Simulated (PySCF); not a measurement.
**Structure from NMR data**

The spectra below were simulated for a compound C₄H₈F₂.

1H NMR (600 MHz, computed): δ 5.79 (m, 1H), 1.84 (m, 1H), 1.02 (d, 6H).

13C{1H} NMR (computed): δ 127.3 (CH), 37.7 (CH), 16.6 (CH3).

Calculated, not measured (PySCF): coordinates at the PBE0-D3(BJ)/def2-TZVP level, B97-2/pcSseg-2 with gauge-including orbitals. Single conformer, equivalent nuclei averaged, isolated molecule, no relativistic terms.

Shifts are taken against calculated references (same method and geometry level): 1H (σ = 31.64 ppm), 13C (σ = 185.38 ppm) vs TMS.

Problem. Deduce the structure.

Solution. 
1. Rings plus π bonds: 0.
2. 3 carbon signals for 4 carbons: some carbons are equivalent by symmetry or fast rotation.
3. Carbon types of the structure: 2 × CH, 2 × CH3, which accounts for all hydrogens.
4. δC 127.3: sp3 CH bonded to 2 F; 2 electronegative neighbours deshield it.
5. δC 37.7: sp3 CH; a saturated carbon with 3 carbon neighbours and no heteroatom attached.
6. δC 16.6: methyl carbon; saturated and bonded to C and H only.
7. δH 5.79: hydrogen on an sp3 CH bonded to 2 F; its carbon carries F, which withdraws density.
8. δH 1.84: hydrogen on an sp3 CH.
9. δH 1.02: hydrogen on a methyl carbon; far from electronegative atoms and π systems.

The compound is (CH3)2CHCHF2 (SMILES FC(C(C)C)F).

This is the structure that produced the data.

Splittings by 19F in the carbon and heteronuclear signals aren't shown, as no couplings were computed. Shifts are as computed. Against solution values, carbons near 30 ppm lie about +3 ppm off and those near 130 ppm about +7 ppm. Of 1211 compounds with measured shifts, 218 miss one by over three times the rms of a fit or turn the order of signals round; such compounds aren't used in these exercises. No couplings were computed; multiplicities are counted from neighbouring protons, with m where these are inequivalent, close in shift, in a saturated or five-membered ring or joined by F or P, and br s for small geminal =CH2 splittings.
